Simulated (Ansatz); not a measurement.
**[BNH4]− (SMILES [BH2-]N): methods side by side**

[BNH4]−: 6 atoms, total charge -1, spin state doublet. SMILES: `[BH2-]N`. The coordinates come from a GFN2-xTB relaxation.

```xyz
6

B    -0.4092   -0.6844    0.1812
N    -0.1751    0.8689    0.0985
H     0.6202   -1.3231    0.5739
H    -0.8077   -1.1319   -0.9153
H     0.2962    1.1340   -0.7764
H     0.4756    1.1365    0.8381
```

Each level gives the energy change with the B1–H3 bond stretched from 1.274 to 3.184 Å (eV). The values are calculated.

| level | kind | program | value (eV) | less FCI/STO-3G | CPU time (all runs) |
| --- | --- | --- | --- | --- | --- |
| UHF/STO-3G | Hartree–Fock | Ansatz | 5.50 | -0.24 | 0.18 s |
| U-r2SCAN/STO-3G | meta-GGA | Ansatz | 4.88 | -0.86 | 5.2 s |
| UB3LYP/STO-3G | global hybrid | Ansatz | 4.86 | -0.88 | 2.4 s |
| UBHLYP/STO-3G | global hybrid | Ansatz | 5.40 | -0.34 | 3 s |
| U-wB97X/STO-3G | range-separated hybrid | Ansatz | 5.51 | -0.23 | 12 s |
| UCAM-B3LYP/STO-3G | range-separated hybrid | Ansatz | 5.30 | -0.44 | 3.2 s |
| UHSE06/STO-3G | range-separated hybrid | Ansatz | 5.15 | -0.59 | 3.4 s |
| RPA@PBE/STO-3G | RPA | Ansatz | 4.31 | -1.43 | 4.6 s |
| FCI/STO-3G | exact in the basis | Ansatz | 5.74 | 0.00 | 19 s |

FCI/STO-3G is exact within its basis and frozen core, so for wave-function methods in that basis the difference is their error; functionals converge differently with the basis, so for them it is only a difference. Sets without diffuse functions describe the anion poorly. The first shape isn't each level's own minimum. The values span 4.31 to 5.74 eV. Spin contamination of the reference (⟨S²⟩ at least 0.1 too high) touches UHF/STO-3G, U-r2SCAN/STO-3G, UB3LYP/STO-3G, UBHLYP/STO-3G, U-wB97X/STO-3G, UCAM-B3LYP/STO-3G, UHSE06/STO-3G, RPA@PBE/STO-3G. All rows use very small basis sets, so even the best lies far from the true value. CPU times are rough (shared hosts, several kinds of processor): they show what a rung costs within a factor of a few.
